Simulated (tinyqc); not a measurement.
Worked calculation: ROHF in the sto-3g basis, for LiH, spin multiplicity 3. One step of it, computed by the program tinyqc.

Task: Iteration 2: Roothaan effective Fock matrix. With projectors Pc = D(beta) S, Po = (D(alpha) - D(beta)) S, Pv = 1 - D(alpha) S, the block xy is Px^T F Py; with Fc = (F(alpha) + F(beta))/2, the blocks are Fc for cc, oo, vv and cv, F(beta) for co and F(alpha) for ov.

F(alpha) (hartree), lower triangle:
```
            1Li 1s     1Li 2s   1Li 2px   1Li 2py    1Li 2pz      2H 1s
1Li 1s   -2.346186
1Li 2s   -0.628792  -0.352828
1Li 2px   0.000000   0.000000  0.137315
1Li 2py   0.000000   0.000000  0.000000  0.137315
1Li 2pz  -0.005609  -0.017558  0.000000  0.000000   0.018268
2H 1s    -0.037098  -0.182278  0.000000  0.000000  -0.267602  -0.494115
```

F(beta) (hartree), lower triangle:
```
            1Li 1s     1Li 2s   1Li 2px   1Li 2py    1Li 2pz     2H 1s
1Li 1s   -2.314904
1Li 2s   -0.635449  -0.072226
1Li 2px   0.000000   0.000000  0.201038
1Li 2py   0.000000   0.000000  0.000000  0.201038
1Li 2pz  -0.004788  -0.030397  0.000000  0.000000   0.191543
2H 1s    -0.036354  -0.045565  0.000000  0.000000  -0.041140  0.202651
```

D(alpha) after iteration 1, lower triangle:
```
            1Li 1s     1Li 2s   1Li 2px   1Li 2py   1Li 2pz     2H 1s
1Li 1s    1.060845
1Li 2s   -0.254645   1.068844
1Li 2px   0.000000   0.000000  0.000000
1Li 2py   0.000000   0.000000  0.000000  0.000000
1Li 2pz   0.040836  -0.157406  0.000000  0.000000  0.090514
2H 1s     0.017361  -0.129120  0.000000  0.000000  0.247843  0.793870
```

D(beta) after iteration 1, lower triangle:
```
            1Li 1s     1Li 2s   1Li 2px   1Li 2py    1Li 2pz     2H 1s
1Li 1s    0.984501
1Li 2s    0.030437   0.000941
1Li 2px   0.000000   0.000000  0.000000
1Li 2py   0.000000   0.000000  0.000000  0.000000
1Li 2pz   0.002814   0.000087  0.000000  0.000000   0.000008
2H 1s    -0.003403  -0.000105  0.000000  0.000000  -0.000010  0.000012
```

overlap S, lower triangle:
```
           1Li 1s    1Li 2s   1Li 2px   1Li 2py   1Li 2pz     2H 1s
1Li 1s   1.000000
1Li 2s   0.241137  1.000000
1Li 2px  0.000000  0.000000  1.000000
1Li 2py  0.000000  0.000000  0.000000  1.000000
1Li 2pz  0.000000  0.000000  0.000000  0.000000  1.000000
2H 1s    0.012623  0.228863  0.000000  0.000000  0.337711  1.000000
```

Give: effective F.

Result:

effective F (hartree), lower triangle:
```
          1Li 1s   1Li 2s  1Li 2px  1Li 2py  1Li 2pz    2H 1s
1Li 1s   -2.3303
1Li 2s   -0.6355  -0.2106
1Li 2px   0.0000   0.0000   0.1692
1Li 2py   0.0000   0.0000   0.0000   0.1692
1Li 2pz  -0.0045  -0.0032   0.0000   0.0000   0.1708
2H 1s    -0.0361  -0.1121   0.0000   0.0000  -0.1047  -0.1806
```
